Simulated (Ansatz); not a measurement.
Consider the substitution at a C–C bond: `CCCCCCCC` + `N=C(O)O` → `CN=C(O)O` + `CCCCCCC`.

Computed with Ansatz on PBE0-D4/def2-TZVP structures; ΔE is electronic, products minus reactants. CCSD(T)/CBS is the MP2 limit (def2-TZVPP, def2-QZVPP) plus CCSD(T) − MP2 in def2-TZVPP, frozen cores. Functionals use def2-TZVPP. B3LYP here is the variant with VWN-RPA as its local correlation; programs differ in this. One conformer a species, not always the lowest.

`CCCCCCCC`:

```xyz
26

C    -3.269   -2.409    0.244
C    -2.417   -1.202    0.597
C    -1.313   -0.936   -0.412
C    -0.457    0.273   -0.071
C     0.650    0.525   -1.082
C     1.465    1.785   -0.820
C     2.188    1.827    0.522
C     3.179    0.692    0.724
H    -3.751   -2.279   -0.729
H    -4.054   -2.579    0.984
H    -2.661   -3.316    0.189
H    -3.054   -0.312    0.676
H    -1.972   -1.342    1.589
H    -1.756   -0.798   -1.406
H    -0.672   -1.823   -0.489
H    -1.096    1.163   -0.002
H    -0.028    0.133    0.928
H     0.206    0.598   -2.081
H     1.312   -0.348   -1.116
H     2.204    1.900   -1.622
H     0.803    2.656   -0.891
H     2.715    2.784    0.601
H     1.457    1.823    1.337
H     2.682   -0.281    0.746
H     3.917    0.666   -0.084
H     3.721    0.803    1.666
```

`N=C(O)O`:

Z-matrix (Å, degrees):
```
C
O 1 1.331
O 1 1.340 2 108.1
N 1 1.264 2 121.7 3 180.0
H 2 0.965 1 105.8 3 180.0
H 3 0.961 1 108.8 2 180.0
H 4 1.013 1 113.5 2 -180.0
```

`CN=C(O)O`:

Z-matrix (Å, degrees):
```
C
N 1 1.441
H 1 1.090 2 109.4
H 1 1.100 2 112.8 3 -118.6
H 1 1.100 2 112.7 3 118.6
C 2 1.262 1 118.1 3 179.6
O 6 1.332 2 122.1 1 180.0
O 6 1.338 2 128.9 1 -0.1
H 7 0.965 6 105.4 2 0.0
H 8 0.963 6 108.4 2 -0.0
```

`CCCCCCC`:

```xyz
23

C    -2.582   -0.627   -1.966
C    -2.253    0.740   -1.389
C    -1.409    0.692   -0.121
C    -0.012    0.125   -0.316
C     0.827    0.157    0.950
C     2.227   -0.405    0.766
C     3.055   -0.367    2.038
H    -1.685   -1.163   -2.283
H    -3.236   -0.541   -2.838
H    -3.095   -1.251   -1.228
H    -1.732    1.341   -2.144
H    -3.186    1.271   -1.172
H    -1.323    1.706    0.288
H    -1.935    0.103    0.640
H    -0.072   -0.908   -0.676
H     0.501    0.691   -1.105
H     0.312   -0.405    1.741
H     0.897    1.190    1.314
H     2.739    0.156   -0.024
H     2.155   -1.438    0.404
H     2.581   -0.949    2.834
H     3.168    0.657    2.404
H     4.056   -0.775    1.880
```

(1) Is it downhill or uphill in electronic energy at CCSD(T)/CBS, and by how much? (An estimate is asked.)

(2) What do these levels give: PBE-D4, PBE0-D4, B2PLYP, PBE, r2SCAN, PBE0, B3LYP, HF/def2-TZVPP, MP2/def2-TZVPP, CCSD/def2-TZVPP, MP2/def2-QZVPP, MP2/CBS(def2)? (Best estimate.)

Largest T1 diagnostic among the species: 0.013.

Results:

(1) Ansatz gave: Uphill: ΔE = +6.5 kcal/mol.

(2) Computed: PBE-D4 5.2, PBE0-D4 5.8, B2PLYP 5.5, PBE 4.7, r2SCAN 5.5, PBE0 5.3, B3LYP 4.7, HF/def2-TZVPP 5.8, MP2/def2-TZVPP 6.7, CCSD/def2-TZVPP 6.6, MP2/def2-QZVPP 6.7, MP2/CBS(def2) 6.7 kcal/mol.

The D4 term adds +0.8 kcal/mol with B3LYP and +0.5 kcal/mol with PBE0; it sums over pairs of atoms, weighted by their polarisabilities, and B3LYP, whose exchange is more repulsive, gets the larger term.
